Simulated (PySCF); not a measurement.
Compound: C4H5Cl.
InChI=1S/C4H5Cl/c1-2-3-4-5/h3H,1,4H2

Torsions of this conformer, `[CH2:1]=[C:2]=[CH:3][CH2:4][Cl:5]`: C2–C3–C4–Cl5 121°.

The closed-shell ground state was solved at several levels (PySCF, density fitting, gas phase, non-relativistic). Isolated species at its PBE0-D3(BJ)/def2-SVP geometry (one conformer only).

| level | basis functions | HOMO (eV) | LUMO (eV) | gap (eV) | dipole (D) |
| --- | --- | --- | --- | --- | --- |
| PBE0/def2-SVPD | 147 | -7.78 | -0.45 | 7.33 | 2.18 |
| B3LYP/6-31G* | 84 | -7.24 | -0.24 | 7.00 | 2.24 |
| PBE0/pcSseg-1 | 117 | -7.77 | -0.36 | 7.41 | 2.22 |
| B3LYP/cc-pVTZ | 224 | -7.46 | -0.56 | 6.90 | 2.07 |
| PBE0/pcSseg-2 | 257 | -7.74 | -0.43 | 7.31 | 2.13 |

(1) What might B3LYP/def2-TZVP (191 basis functions) give for the same quantities?

(2) How much does the basis alone move the frontier levels among the 3 PBE0 rows?

(3) How far do the dipole and the HOMO energy spread over the levels?

Answers

(1) HOMO -7.48 eV, LUMO -0.58 eV, gap 6.90 eV, dipole 2.02 D.

(2) The HOMO by 0.04 eV and the LUMO by 0.09 eV. By rising basis size (HOMO, LUMO in eV): pcSseg-1 -7.77, -0.36; def2-SVPD -7.78, -0.45; pcSseg-2 -7.74, -0.43.

(3) The dipole runs from 2.02 to 2.24 D (mean 2.14 D) and the HOMO from -7.78 to -7.24 eV.
